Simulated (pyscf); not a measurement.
`[CH2]=[CH][CH]([Cl])[Cl]` → `[Cl][C][Cl]` [singlet] + `[CH2]=[CH2]` (1,1-elimination; singlet surface; C–C, C–H broken, C–H formed). Optimised with ωB97X-D3(BJ)/def2-SVP in PySCF. Correlated levels are frozen-core, on RHF or UHF. ΔMP2 is the change of the MP2 total energy from the triple- to the quadruple-zeta basis. Energies in kcal/mol from the reactant's lowest minimum found.

```csv
level,barrier,reaction energy
r²SCAN/def2-TZVP,89.2,+74.9
ωB97M-D3(BJ)/def2-TZVP,95.8,+74.7
HF/def2-TZVP,110.7,+69.6
MP2/def2-QZVPP,97.2,+83.1
CCSD/def2-TZVPP,99.3,+75.3
CCSD(T)/def2-TZVPP,95.2,+74.7
CCSD(T)/def2-TZVPP + ΔMP2(QZVPP),94.8,+75.3
```

The same reactants have a lower exit, to •H₂C–CH=CH–Cl + Cl• (no saddle counted: cutting one bond costs +67.6 kcal/mol at ωB97M-D3(BJ)/def2-TZVP, against +95.8 kcal/mol here). H₂C=CH–CH(Cl)–Cl lies 5.5 kcal/mol over its isomer H₃C–C(Cl)=CH–Cl (electronic energy, ωB97M-D3(BJ)/def2-TZVP). One saddle was located; it need not be the lowest between these sides. The CCSD(T) − MP2 part came from Ansatz, without density fitting, on the same reference.
